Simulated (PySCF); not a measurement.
C3H9PS.
Geometry (PBE0-D3(BJ)/def2-SVP, Å), atoms numbered from 1 in this order:
```
atom  x, y, z in Å
C1    -0.6947    1.5713   -0.4219
P2     0.1568    0.2303    0.4718
C3     1.5458   -0.2281   -0.6160
C4    -0.9876   -1.1843    0.3624
S5     0.6852    0.6967    2.2883
H6    -0.9744    1.2735   -1.4438
H7    -1.5927    1.8498    0.1473
H8    -0.0252    2.4424   -0.4548
H9     2.0598   -1.0934   -0.1742
H10    1.2080   -0.4716   -1.6348
H11    2.2525    0.6131   -0.6457
H12   -1.2602   -1.4119   -0.6793
H13   -1.8899   -0.9449    0.9425
H14   -0.5039   -2.0572    0.8231
```

The closed-shell ground state was solved at several levels (PySCF, density fitting, gas phase, non-relativistic).

```
          level  basis functions  HOMO (eV)  LUMO (eV)  gap (eV)  dipole (D)
B3LYP/def2-TZVP              221      -6.02       0.32      6.34        4.74
   B3LYP/6-31G*               96      -5.82       1.52      7.34        5.11
```

(1) Estimate the row for B3LYP/cc-pVTZ, a basis of 284 functions; the other rows only guide the guess.

(2) Over all these levels, which gives the widest orbital gap and which the narrowest?

(3) How much does the basis alone move the frontier levels among the 3 B3LYP rows (the withheld one included)?

(4) How far do the dipole and the HOMO energy spread over the levels?

Results:

(1) HOMO -5.99 eV, LUMO 0.33 eV, gap 6.32 eV, dipole 4.83 D.

(2) B3LYP/6-31G* has the widest, 7.34 eV, and B3LYP/cc-pVTZ the narrowest, 6.32 eV. From the narrowest to the widest the HOMO moves by +0.17 eV and the LUMO by +1.19 eV.

(3) The HOMO by 0.20 eV and the LUMO by 1.20 eV. By rising basis size (HOMO, LUMO in eV): 6-31G* -5.82, 1.52; def2-TZVP -6.02, 0.32; cc-pVTZ -5.99, 0.33.

(4) The dipole runs from 4.74 to 5.11 D (mean 4.90 D) and the HOMO from -6.02 to -5.82 eV.
